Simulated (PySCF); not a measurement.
AlF and its ions

RHF-MP2; basis Al def2-TZVPPD, F def2-TZVPPD; no relativity; PySCF 2.14. Neutral (RHF): singlet (closed shell), Re = 1.673 Å, ωe = 778 cm⁻¹, De = 7.22 eV.

AlF⁺ (UHF): doublet (σ ↑), Re = 1.608 Å, ωe = 941 cm⁻¹, De = 3.70 eV to Al⁺ + F. The energies at the minima are -341.78678 hartree for AlF and -341.44405 for AlF⁺.

Question: Work out the adiabatic ionisation energy, without and with harmonic zero-point energies (1 hartree = 27.2114 eV, 1 eV = 8065.5 cm⁻¹), and the change of the bond length.

Answer: At MP2: 0.34273 hartree = 9.326 eV between the minima; the zero-point term (941.0 − 778.0)/2 cm⁻¹ = +0.010 eV makes it 9.336 eV. Re changes by -6.5 pm against the neutral. The electron leaves a σ orbital, and the shorter bond of the ion fits an antibonding orbital, or a change in how ionic the bond is.

Correlated steps freeze 6 core orbitals. For an ion De counts to the pair picked by the measured ionisation energies or electron affinities, which need not be the lowest pair at this level. Where the molecule has an RHF reference, its open-shell atoms are computed with UHF. States were picked by a PBE0 search and need not be the measured ground states.

Neutral and ion stand on different kinds of reference determinant, which adds to the error of the difference.
